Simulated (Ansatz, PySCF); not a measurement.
This PySCF input computes a B3LYP/def2-TZVPD energy:

```python
from pyscf import gto, scf, dft

mol = gto.M(
    atom='''
    S     0.00049414    0.06450114    1.16622654
    C    -0.00143610    1.37701627    0.02005522
    C     0.00130320   -1.23742310    0.00830037
    C    -0.00137378    0.74802200   -1.22132953
    C     0.00011948   -0.68488477   -1.24455526
    H     0.00253092   -2.28684857    0.26962575
    H    -0.00241967    1.31834414   -2.14933417
    H     0.00030568   -1.27989620   -2.15474108
    ''',
    basis='def2-tzvpd',
    charge=-1,
    spin=0,
    verbose=4,
)

mf = dft.RKS(mol, xc='b3lyp').density_fit(auxbasis='def2-universal-jkfit')
mf.grids.level = 3
mf.conv_tol = 1e-9
mf.max_cycle = 100
mf.max_memory = 1500
mf.kernel()
if not mf.converged:
    mf = mf.newton()
    mf.kernel(mf.make_rdm1())
mf.analyze()
```

Task: Write an input for the same energy in Ansatz (an electronic-structure program) and say what it gives.

Result: 
Ansatz 0.2 input:
```yaml
crystal:
  periodic: [false, false, false]
  atoms:
    - {symbol: S, position_ang: [0.00049414, 0.06450114, 1.16622654]}
    - {symbol: C, position_ang: [-0.00143610, 1.37701627, 0.02005522]}
    - {symbol: C, position_ang: [0.00130320, -1.23742310, 0.00830037]}
    - {symbol: C, position_ang: [-0.00137378, 0.74802200, -1.22132953]}
    - {symbol: C, position_ang: [0.00011948, -0.68488477, -1.24455526]}
    - {symbol: H, position_ang: [0.00253092, -2.28684857, 0.26962575]}
    - {symbol: H, position_ang: [-0.00241967, 1.31834414, -2.14933417]}
    - {symbol: H, position_ang: [0.00030568, -1.27989620, -2.15474108]}
basis:
  gaussian:
    orbitals: def2-TZVPD
hamiltonian:
  xc: {name: B3LYP}
total_charge: -1
output: {forces: true}
```
It gives -552.47428 Eh, and PySCF -552.47431 Eh, a difference of 0.03 mEh, from the treatment of integrals and grids.

It need not be the lowest isomer of its formula. Whether it binds its extra electron was not tested at this geometry.
